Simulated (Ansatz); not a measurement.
Geometry optimisation, Ansatz, RKS r2SCANh-D4/def2-SVP.

Input file:

```yaml
crystal:
  periodic: [false, false, false]
  atoms:
    - { symbol: C, position_ang: [-0.9109, 0.3921, -0.539] }
    - { symbol: C, position_ang: [0.1445, 0.3684, 0.1875] }
    - { symbol: "N", position_ang: [0.7091, -0.7665, 0.639] }
    - { symbol: H, position_ang: [-1.4259, -0.4436, -0.8523] }
    - { symbol: H, position_ang: [-1.3557, 1.389, -0.8821] }
    - { symbol: H, position_ang: [0.6644, 1.2989, 0.4847] }
    - { symbol: H, position_ang: [0.4745, -1.6126, 0.176] }
    - { symbol: H, position_ang: [1.7921, -0.6828, 0.7304] }
basis:
  gaussian: { orbitals: def2-SVP }
hamiltonian:
  xc: r2scanh
  dispersion: d4
relax:
  f_tol: 0.015
  max_steps: 40
output:
  orbitals: {}
```

Run as:

```bash
$ ansatz run input.yaml --threads 1 --pin off --max-ram 2048MiB --backend cpu --events-out ev --progress --plain --runs-dir out
```

Where does it end, and by what steps?

The forces met the threshold. After 8 steps the energy has fallen by 0.471 eV; H4 moved furthest, 0.08 Å.

| step | energy less start (eV) | largest force component (eV/Å) | accepted |
| --- | --- | --- | --- |
| 0 | 0.0000 | 4.593 | yes |
| 1 | -0.4294 | 1.527 | yes |
| 2 | -0.4551 | 0.397 | yes |
| 3 | -0.4693 | 0.129 | yes |
| 4 | -0.4698 | 0.102 | yes |
| 5 | -0.4714 | 0.028 | yes |
| 6 | -0.4714 | 0.035 | yes |
| 7 | -0.4713 | 0.079 | no |
| 8 | -0.4715 | 0.004 | yes |

```xyz
8
Properties=species:S:1:pos:R:3
C -0.952 0.439 -0.575
C 0.173 0.373 0.155
N 0.784 -0.765 0.638
H -1.478 -0.460 -0.907
H -1.380 1.406 -0.834
H 0.666 1.299 0.471
H 0.497 -1.639 0.214
H 1.783 -0.710 0.782
```

The run took 25 s on 1 thread of Arm Neoverse V1, on a shared host, peak memory 0.13 GiB.
